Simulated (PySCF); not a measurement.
Can point charges reproduce the dipole moment of `c1ccc2nsnc2c1` (BTD)?

Coordinates (GFN2-xTB, Å) and charges (e) from the PBE0/pcSseg-1 density (PySCF):

```csv
atom,x,y,z,Mulliken,IAO,Hirshfeld,ESP-fitted
C1,-1.431,0.808,0.153,-0.0719,-0.1473,-0.0403,-0.1246
C2,-1.535,-0.599,0.102,-0.0718,-0.1473,-0.0404,-0.1225
C3,-0.434,-1.399,-0.023,+0.0066,-0.1564,-0.0461,-0.4194
C4,0.825,-0.779,-0.103,+0.0755,+0.0711,+0.0290,+0.4816
N5,2.017,-1.364,-0.228,-0.5017,-0.4834,-0.2006,-0.5366
S6,3.145,-0.221,-0.277,+0.5807,+0.7665,+0.2842,+0.4339
N7,2.196,1.068,-0.143,-0.5018,-0.4834,-0.2005,-0.5350
C8,0.930,0.656,-0.053,+0.0757,+0.0711,+0.0290,+0.4722
C9,-0.225,1.445,0.079,+0.0066,-0.1564,-0.0460,-0.4112
H10,-2.337,1.388,0.254,+0.1006,+0.1614,+0.0559,+0.1627
H11,-2.516,-1.046,0.164,+0.1006,+0.1614,+0.0559,+0.1635
H12,-0.503,-2.474,-0.061,+0.1005,+0.1713,+0.0601,+0.2184
H13,-0.136,2.519,0.119,+0.1005,+0.1713,+0.0600,+0.2168
```

Q: Compute μ = Σ q r for each scheme (1 e·Å = 4.803 D) and compare with the dipole of the full density.

A: The full density gives (-1.71, 0.12, 0.15) D, 1.72 D in size; dipole vectors point from the negative to the positive end.

```json
{"scheme": "Mulliken", "μx": "-2.40", "μy": "0.17", "μz": "0.21", "size (D)": "2.41", "share of the full size (%)": "140", "angle to the full dipole (°)": "0"}
{"scheme": "IAO", "μx": "0.70", "μy": "-0.05", "μz": "-0.06", "size (D)": "0.70", "share of the full size (%)": "41", "angle to the full dipole (°)": "180"}
{"scheme": "Hirshfeld", "μx": "-0.29", "μy": "0.02", "μz": "0.03", "size (D)": "0.29", "share of the full size (%)": "17", "angle to the full dipole (°)": "0"}
{"scheme": "ESP-fitted", "μx": "-1.67", "μy": "0.12", "μz": "0.15", "size (D)": "1.68", "share of the full size (%)": "97", "angle to the full dipole (°)": "0"}
```

Q: Which set comes closest?

A: Length of the difference vector: ESP-fitted 0.05 D, Mulliken 0.69 D, Hirshfeld 1.43 D, IAO 2.43 D. Closest: ESP-fitted. ESP charges are fitted to the potential around the molecule, whose slowest-falling term is the dipole's. 

Q: What is left for the Hirshfeld atoms' own dipoles?

A: The Hirshfeld atoms' densities add up to the full density, so μ = Σ q r + Σ (atomic dipoles). The atomic dipoles sum to (-1.71, 0.12, 0.15) − (-0.29, 0.02, 0.03) = (-1.42, 0.10, 0.12) D, 1.43 D in size.

Q: With the origin at the mean of the coordinates, (0.000, 0.000, -0.001) Å, which are the largest single terms, by size, of the Mulliken dipole along the direction of the full one?

A: S6 -8.83, N7 +5.11, N5 +5.11, H11 +1.18, H10 +1.18 D; all 13 atoms together +2.41 D. The single terms depend on the origin, their sum doesn't.

Q: Give the size of the full dipole in other units.

A: 1.72 D = 0.678 au = 0.359 e·Å = 5.75 × 10⁻³⁰ C·m.

Geometry: GFN2-xTB; no solvent, vibrations or thermal averaging.
